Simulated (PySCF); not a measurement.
Coordinates in bohr (charge 0 multiplicity 1):
```
Al   -0.1700    0.0000   -0.0051
O    -3.2174    0.0000   -0.0969
F     2.9501    0.0000    0.0889
```

Computed with PBE/[Al def2-TZVP, O def2-TZVP, F def2-TZVP], no relativity, density fitting, PySCF.

This geometry of AlOF is a stationary point at this level.

**Question.** What is the point group?

**Answer.** C∞v.

**Question.** Is it a minimum?

**Answer.** Yes: all harmonic wavenumbers are real.

**Question.** List the harmonic modes with their infrared intensities.

**Answer.** 
| symmetry | ω (cm⁻¹) | IR (km/mol, summed over degenerate members) | type |
| --- | --- | --- | --- |
| π | 193 | 157 | bend |
| σ+ | 711 | 20.6 | stretch |
| σ+ | 1129 | 83.9 | stretch |

**Question.** Give the atomic charges and bond orders.

**Answer.** 
```json
{"atom": "Al1", "Mulliken": "0.67", "Löwdin": "0.20", "polar tensor": "1.15", "Mayer order to Al1": "–"}
{"atom": "O2", "Mulliken": "-0.42", "Löwdin": "-0.21", "polar tensor": "-0.63", "Mayer order to Al1": "2.30"}
{"atom": "F3", "Mulliken": "-0.25", "Löwdin": "0.01", "polar tensor": "-0.52", "Mayer order to Al1": "1.20"}
```

In C∞v the vibrations span π + 2σ+.

Only a few start shapes were tried, so a lower isomer may exist.
